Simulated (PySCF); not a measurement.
Worked example: the barrier

An elementary step of SiH5ClO, closed shell (SiH₄O ([OH][SiH3]) + HCl → SiH₃Cl ([SiH3][Cl]) + H₂O; bonds formed: Si1–Cl7, O2–H6; bonds broken: Si1–O2, H6–Cl7). “Start” is the structure reached by relaxing down from the saddle towards the reactants; PBE0-D4/def2-TZVP structures. The saddle:

Si1  (-0.482, -0.200, -0.529)
O2  (0.731, -0.298, 0.874)
H3  (-1.040, -1.506, -0.018)
H4  (0.055, -0.563, -1.853)
H5  (-1.653, 0.692, -0.413)
H6  (1.123, 0.633, 0.835)
Cl7  (0.852, 1.840, -0.632)
H8  (0.412, -0.598, 1.735)
(Å)

PySCF 2.14 with density fitting (its default auxiliary sets; JK sets also for MP2 and CCSD(T)); basis: def2-TZVPP and def2-QZVPP; cores frozen in the correlated methods.

Energies in eV:

| quantity | saddle | start |
| --- | --- | --- |
| Hartree–Fock, triple zeta (X = 3) | -22483.76024 | -22485.12443 |
| Hartree–Fock, quadruple zeta (X = 4) | -22484.47040 | -22485.83900 |
| MP2 correlation, X = 3 | -16.23034 | -15.87012 |
| MP2 correlation, X = 4 | -17.63690 | -17.22146 |
| CCSD(T) correlation, X = 3 | -17.99586 | -17.68439 |

(1) Work out the barrier at the basis limit: extrapolate Hartree–Fock as E(X) = E∞ + A exp(−7.88 √X) and the MP2 correlation as E(X) = E∞ + B X^−2.97 (the exponents that Neese and Valeev fitted for def2-TZVPP and QZVPP), then add CCSD(T) − MP2 in triple zeta.

The T1 diagnostic stays at or below 0.011.

Results:

(1) Each step is linear, so take the differences first (saddle − start): Hartree–Fock 1.36419 (X = 3) and 1.36860 (X = 4); MP2 correlation -0.36022 and -0.41544; CCSD(T) correlation -0.31147.
Two points give E∞ = E(4) + w [E(4) − E(3)], with w = 1/(exp(7.88 (2 − √3)) − 1) = 0.1377 for Hartree–Fock and w = 1/((4/3)^2.97 − 1) = 0.7407 for the correlation.
Hartree–Fock: 1.36860 + 0.1377 × 0.00441 = 1.3692 eV.
MP2 correlation: -0.41544 + 0.7407 × (-0.05522) = -0.4563 eV.
CCSD(T) − MP2: -0.31147 − (-0.36022) = 0.0487 eV.
Sum: 1.3692 + (-0.4563) + 0.0487 = 0.9616 eV, or 22.17 kcal/mol. Plain CCSD(T) in triple zeta gives 1.0527 eV, so the larger basis shifts the result by -0.0911 eV.

Hydrogen chloride, the by-product of chloride precursors, can attack films and sites by steps of this kind.

Labels in which every atom is bracketed show which atoms are joined, not bond orders.

For scale, one of the runs: CCSD(T)/def2-TZVPP, 185 basis functions, launched by `OMP_NUM_THREADS=4 python run.py`. The run took 100 s on 4 CPU threads of an AMD EPYC 9R45 (shared host), with 1.9 GiB of host memory at its peak.
